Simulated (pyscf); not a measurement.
Structures and frequencies: ωB97X-D3(BJ)/def2-SVP in PySCF.

Question: :HSi–Cl [singlet] + NH₃ → H₂N–Si:–Cl [singlet] + H₂
Surface: singlet. Broken: H–Si, H–N. Formed: N–Si, H–H. Give ΔE‡ and ΔE from ωB97M-D3(BJ)/def2-TZVP, relative to the separated reactants.

Answer: ΔE‡ = 30.4 kJ/mol, ΔE = -115.9 kJ/mol. Zero-point energy shifts the barrier by +0.4 kJ/mol. It is a four-centre exchange, with an imaginary mode of 1481i cm⁻¹. On the reactant side the descent ends in an adduct with a N–Si contact (not fully relaxed), 122.4 kJ/mol under the separated species and 147.7 kJ/mol under the saddle at ωB97X-D3(BJ)/def2-TZVP. What is counted as formed (N–Si) is already present as a longer contact in the reactant adduct; forming that adduct is a step of its own. At the saddle there is also a short H–Si contact that neither side keeps. This is the saddle that the search found; another between the same sides may lie lower.
